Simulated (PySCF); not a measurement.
**How the method moves the adiabatic energies of losing or gaining an electron of acetylene**

Structure: `C#C` (C2H2).

All levels share the PBE0-D3(BJ)/ma-def2-SVP structures and the PBE0-D3(BJ)/ma-def2-SVP thermal terms; only the single-point energies (PySCF) change. Values are adiabatic energies of losing or gaining an electron (0 K, eV).

```
                    level  ionisation energy to the radical cation  abs. error     time
       HF/jun-cc-pV(T+d)Z                                     9.76        1.64    1.2 s
ωB97X-D3(BJ)/ma-def2-TZVP                                    11.23        0.17        –
  CCSD(T)/jun-cc-pV(T+d)Z                                    11.27        0.13  4.2 min
      MP2/jun-cc-pV(T+d)Z                                    11.45        0.05      9 s
               ATcT 1.112                                    11.40
```

Times are wall times for all single points of a level on 1 thread of Arm Neoverse V2, a shared host; the dash marks the run that also made the structures.

Hartree-Fock leaves out electron correlation, so its ionisation energies and electron affinities from energy differences come out too low, often by 1 eV or more.

At HF/jun-cc-pV(T+d)Z a relaxed species lies above the same state at the other structure, so the structures fit that level poorly.

The spread: 1.69 eV, from 9.76 to 11.45.
